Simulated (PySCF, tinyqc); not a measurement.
Inside a calculation. Method: RHF in the sto-3g basis, for BH, spin multiplicity 1. The lowest restricted solution is unstable here: a spin-polarised one lies 0.0049 hartree lower (PySCF). One step of it, computed by the program tinyqc.

Task: Iteration 1: building the Fock matrix. J_ij = sum D_kl (ij|kl), K_ij = sum D_kl (ik|jl); F = H + J - 0.5 K; E = tr D H + tr D J / 2 - 0.25 tr D K + E_nn.

D at the start, lower triangle:
```
            1B 1s      1B 2s    1B 2px    1B 2py     1B 2pz     2H 1s
1B 1s    2.159384
1B 2s   -0.594009   2.211837
1B 2px   0.000000   0.000000  0.000000
1B 2py   0.000000   0.000000  0.000000  0.000000
1B 2pz  -0.015818   0.067504  0.000000  0.000000   2.081790
2H 1s    0.037934  -0.128298  0.000000  0.000000  -0.167324  0.020288
```

core Hamiltonian H = T + V (hartree), lower triangle:
```
             1B 1s      1B 2s     1B 2px     1B 2py     1B 2pz      2H 1s
1B 1s   -12.622611
1B 2s    -3.268539  -3.713033
1B 2px    0.000000   0.000000  -2.900833
1B 2py    0.000000   0.000000   0.000000  -2.900833
1B 2pz   -0.008544  -0.085579   0.000000   0.000000  -2.952062
2H 1s    -0.232846  -0.724081   0.000000   0.000000  -0.776291  -1.972280
```

Two-electron integrals (ij|kl) in chemists' order, unique and non-zero (hartree):
```
(11|11) 2.923513   (21|11) 0.518376   (21|21) 0.109262   (22|11) 0.744229
(22|21) 0.193177   (22|22) 0.544804   (31|31) 0.020264   (32|31) 0.029996
(32|32) 0.120346   (33|11) 0.742491   (33|21) 0.193240   (33|22) 0.544682
(33|33) 0.586773   (41|41) 0.020264   (42|41) 0.029996   (42|42) 0.120346
(43|43) 0.031630   (44|11) 0.742491   (44|21) 0.193240   (44|22) 0.544682
(44|33) 0.523513   (44|44) 0.586773   (51|51) 0.020264   (52|51) 0.029996
(52|52) 0.120346   (53|53) 0.031630   (54|54) 0.031630   (55|11) 0.742491
(55|21) 0.193240   (55|22) 0.544682   (55|33) 0.523513   (55|44) 0.523513
(55|55) 0.586773   (61|11) 0.036223   (61|21) 0.007610   (61|22) 0.013511
(61|33) 0.013458   (61|44) 0.013458   (61|51) 0.000537   (61|52) 0.000997
(61|55) 0.013625   (61|61) 0.000546   (62|11) 0.115336   (62|21) 0.030564
(62|22) 0.098860   (62|33) 0.095853   (62|44) 0.095853   (62|51) 0.003290
(62|52) 0.022523   (62|55) 0.104769   (62|61) 0.002270   (62|62) 0.028854
(63|31) 0.002603   (63|32) 0.013159   (63|53) 0.003889   (63|63) 0.002590
(64|41) 0.002603   (64|42) 0.013159   (64|54) 0.003889   (64|64) 0.002590
(65|11) 0.121974   (65|21) 0.032674   (65|22) 0.111139   (65|33) 0.105651
(65|44) 0.105651   (65|51) 0.005429   (65|52) 0.035113   (65|55) 0.121982
(65|61) 0.002502   (65|62) 0.037468   (65|65) 0.050250   (66|11) 0.301085
(66|21) 0.081050   (66|22) 0.296809   (66|33) 0.282341   (66|44) 0.282341
(66|51) 0.008403   (66|52) 0.079804   (66|55) 0.325307   (66|61) 0.006033
(66|62) 0.122484   (66|65) 0.170850   (66|66) 0.774606
```

nuclear repulsion = 1.50762738 hartree

Give: Coulomb J; exchange K; Fock matrix F; total energy of this density.

Result:

Coulomb J (hartree), lower triangle:
```
        1B 1s   1B 2s  1B 2px  1B 2py  1B 2pz  2H 1s
1B 1s   8.827
1B 2s   1.803   3.661
1B 2px  0.000   0.000   3.615
1B 2py  0.000   0.000   0.000   3.615
1B 2pz  0.001  -0.001   0.000   0.000   3.740
2H 1s   0.126   0.635   0.000   0.000   0.706  1.826
```

exchange K (hartree), lower triangle:
```
        1B 1s  1B 2s  1B 2px  1B 2py  1B 2pz  2H 1s
1B 1s   5.982
1B 2s   1.100  1.432
1B 2px  0.000  0.000   0.336
1B 2py  0.000  0.000   0.000   0.336
1B 2pz  0.000  0.003   0.000   0.000   1.447
2H 1s   0.084  0.235   0.000   0.000   0.238  0.099
```

Fock matrix F (hartree), lower triangle:
```
         1B 1s   1B 2s  1B 2px  1B 2py  1B 2pz   2H 1s
1B 1s   -6.786
1B 2s   -2.016  -0.768
1B 2px   0.000   0.000   0.546
1B 2py   0.000   0.000   0.000   0.546
1B 2pz  -0.008  -0.088   0.000   0.000   0.064
2H 1s   -0.148  -0.206   0.000   0.000  -0.189  -0.196
```

total energy of this density = -24.03723 hartree
